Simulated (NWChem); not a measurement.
**C3H3FO (SMILES C=C1OC1F) at 3 levels**

Aim: a comparison of 3 runs (HF/STO-3G, HF/3-21G, B3LYP/6-31G*) of C3H3FO. 

The calculation is run with NWChem 7.3.0.

### 1 The system as given

The species is C3H3FO (8 atoms), meant as a singlet with charge 0. As SMILES, `C=C1OC1F`. The shape is that of a GFN2-xTB optimisation.

Bond lengths: C1–C2 1.305 Å, C2–O3 1.359 Å, C2–C4 1.435 Å, O3–C4 1.404 Å, C4–F5 1.352 Å, C1–H6 1.074 Å, C1–H7 1.075 Å, C4–H8 1.085 Å. Some angles: C1–C2–O3 143.2°, C1–C2–C4 156.5°, O3–C2–C4 60.3°, C2–O3–C4 62.5°, C2–C4–O3 57.2°, C2–C4–F5 119.6°, O3–C4–F5 115.5°, C2–C1–H6 120.5°, C2–C1–H7 121.2°, C2–C4–H8 124.9°.

### 2 Energy and forces at HF/STO-3G (run 1)

File c3h3fo.nw:

```
start c3h3fo
title "C3H3FO gradient"
memory stack 880 mb heap 220 mb global 1100 mb

geometry units angstrom noautosym nocenter noautoz
  C      0.151210     1.387010     0.397410
  C      0.219680     0.151830    -0.017970
  O      0.980610    -0.712620    -0.739260
  C     -0.225490    -1.198470    -0.209830
  F     -1.195330    -1.460110    -1.114030
  H     -0.687690     1.719960     0.979090
  H      0.926510     2.095300     0.167300
  H     -0.169500    -1.982900     0.537290
end

basis spherical bse
  * library STO-3G
end

scf
  thresh 1e-08
  maxiter 80
end

task scf gradient
```

The run is started by

```sh
$ nwchem c3h3fo.nw > c3h3fo.out
```

The log of the run:

```text
[...]
  functions       =    28
[...]
  wavefunction    = RHF
[...]
         Total SCF energy =   -285.732599513569
      One-electron energy =   -722.758081136436
      Two-electron energy =    271.610208767450
 Nuclear repulsion energy =    165.415272855417
        Time for solution =      1.0s
[...]
                         RHF ENERGY GRADIENTS
    atom               coordinates                        gradient
                 x          y          z           x          y          z
   1 C       0.285745   2.621069   0.750996   -0.002971   0.015721   0.006099
   2 C       0.415135   0.286917  -0.033958    0.011453  -0.054137  -0.030077
   3 O       1.853084  -1.346657  -1.396999   -0.055867   0.006736   0.033129
   4 C      -0.426114  -2.264780  -0.396521    0.036365   0.029534  -0.006868
   5 F      -2.258846  -2.759208  -2.105211    0.015209   0.004297   0.014643
   6 H      -1.299546   3.250253   1.850212    0.003726  -0.002689  -0.003168
   7 H       1.750850   3.959543   0.316151   -0.002801  -0.004320   0.000379
   8 H      -0.320309  -3.747138   1.015331   -0.005112   0.004857  -0.014137
[...]
```

Wall time 1.8 s (1 thread of Intel Xeon 6975P-C (Granite Rapids), shared host); peak memory 0.097 GiB.

### 3 Energy and gradient at HF/3-21G (run 2)

File input.nw:

```
start input
title "C3H3FO hf"
memory stack 880 mb heap 220 mb global 1100 mb

geometry units atomic noautosym nocenter noautoz
  C   0.28574549  2.62106903  0.75099606
  C   0.41513504  0.28691712 -0.03395838
  O   1.85308434 -1.34665663 -1.39699893
  C  -0.42611434 -2.26478007 -0.39652123
  F  -2.25884633 -2.75920801 -2.10521159
  H  -1.29954576  3.25025335  1.85021195
  H   1.75085015  3.95954315  0.31615118
  H  -0.32030858 -3.74713793  1.01533095
end

basis spherical bse
  * library 3-21G
end

scf
  thresh 1e-08
  maxiter 80
end

task scf gradient
```

The run is started by

```sh
$ nwchem input.nw > input.out
```

The log of the run:

```text
[...]
  functions       =    51
[...]
  wavefunction    = RHF
[...]
         Total SCF energy =   -287.938432541462
      One-electron energy =   -722.856083304311
      Two-electron energy =    269.502389824781
 Nuclear repulsion energy =    165.415260938067
        Time for solution =      1.2s
[...]
                         RHF ENERGY GRADIENTS
    atom               coordinates                        gradient
                 x          y          z           x          y          z
   1 C       0.285745   2.621069   0.750996   -0.003988   0.007906   0.004384
   2 C       0.415135   0.286917  -0.033958    0.027706  -0.030634  -0.029536
   3 O       1.853084  -1.346657  -1.396999   -0.050711   0.013389   0.030775
   4 C      -0.426114  -2.264780  -0.396521    0.021993   0.014868  -0.021607
   5 F      -2.258846  -2.759208  -2.105212    0.007664   0.002938   0.006134
   6 H      -1.299546   3.250253   1.850212   -0.001946   0.001644   0.001685
   7 H       1.750850   3.959543   0.316151    0.002127   0.002467  -0.000159
   8 H      -0.320309  -3.747138   1.015331   -0.002845  -0.012578   0.008323
[...]
```

Wall time 2 s (1 thread of Intel Xeon 6975P-C (Granite Rapids), shared host); peak memory 0.099 GiB.

### 4 Energy and forces at B3LYP/6-31G(d) (Cartesian functions) (run 3)

File mol.nw:

```
start mol
title "C3H3FO"
memory stack 880 mb heap 220 mb global 1100 mb

geometry units angstrom noautosym nocenter noautoz
 C      0.151210     1.387010     0.397410
 C      0.219680     0.151830    -0.017970
 O      0.980610    -0.712620    -0.739260
 C     -0.225490    -1.198470    -0.209830
 F     -1.195330    -1.460110    -1.114030
 H     -0.687690     1.719960     0.979090
 H      0.926510     2.095300     0.167300
 H     -0.169500    -1.982900     0.537290
end

basis "ao basis"
 * library 6-31G*
end

dft
 xc b3lyp
 grid xfine
 convergence energy 1e-08
 iterations 100
 mulliken
end

task dft gradient
```

The run is started by

```sh
$ nwchem mol.nw > mol.out
```

The log of the run:

```text
[...]
          Wavefunction type:  closed shell.
          No. of atoms     :     8
          No. of electrons :    38
[...]
          Charge           :     0
          Spin multiplicity:     1
[...]
          AO basis - number of functions:    81
[...]
              XC Information
              --------------
                         B3LYP Method XC Potential
                     Hartree-Fock (Exact) Exchange  0.200
                        Slater Exchange Functional  0.800 local
                    Becke 1988 Exchange Functional  0.720 non-local
              Lee-Yang-Parr Correlation Functional  0.810
                  VWN I RPA Correlation Functional  0.190 local
[...]
 d= 0,ls=0.0,diis     1   -290.9788123589 -4.56D+02  1.83D-02  1.13D+00     2.2
[...]
 d= 0,ls=0.0,diis    10   -291.0969725133 -1.40D-09  5.50D-07  5.57D-09    19.4
         Total DFT energy =     -291.096972513287
      One electron energy =     -726.007127762107
           Coulomb energy =      305.938763192243
    Exchange-Corr. energy =      -36.443880798840
 Nuclear repulsion energy =      165.415272855417
[...]
      Total Density - Mulliken Population Analysis
     ---------------------------------------------
    Atom       Charge   Shell Charges
 -----------   ------   -------------------------------------------------------
    1 C    6     6.48   1.99  0.69  2.12  0.59  1.07  0.01
    2 C    6     5.59   1.99  0.72  2.04  0.40  0.40  0.03
    3 O    8     8.42   1.99  0.92  2.87  1.04  1.57  0.02
    4 C    6     5.74   1.99  0.71  1.98  0.45  0.52  0.08
    5 F    9     9.26   1.99  0.95  3.31  0.97  1.98  0.05
    6 H    1     0.83   0.53  0.31
    7 H    1     0.84   0.53  0.31
    8 H    1     0.84   0.54  0.30
[...]
  wavefunction    = closed shell
[...]
```

It took 24 s on 1 thread of Intel Xeon 6975P-C (Granite Rapids), shared host; peak memory 0.14 GiB.

### 5 The series

```tsv
run	level	Cartesian functions	iteration cap	energy (Eh)	dipole moment (D)	HOMO energy (eV)	LUMO energy (eV)	wall time
1	HF/STO-3G	no	80	-285.732600	1.37	-8.38	8.29	1.8 s
2	HF/3-21G	no	80	-287.938433	2.58	-10.42	4.65	2 s
3	B3LYP/6-31G* (Cartesian functions)	yes	100	-291.096973	1.63	-6.94	0.52	24 s
```

### 6 Results

| quantity | value |
| --- | --- |
| run 3: total energy | -291.09697 Eh |
| run 3: dipole moment | 1.63 D |
| run 3: HOMO energy | -6.94 eV |
| run 3: LUMO energy | 0.52 eV |
| run 3: HOMO–LUMO gap | 7.47 eV |
| run 3: largest force on an atom | 1.671 eV/Å |

What this shows: The dipole moment (its size) runs from 1.37 D (HF/STO-3G) to 2.58 D (HF/3-21G). The HOMO–LUMO gap runs from 7.47 eV (B3LYP/6-31G*) to 16.68 eV (HF/STO-3G). The two ends differ in method and basis. In run 1 the basis is minimal, so the values are rough. All runs together took 28 s, the longest 24 s.
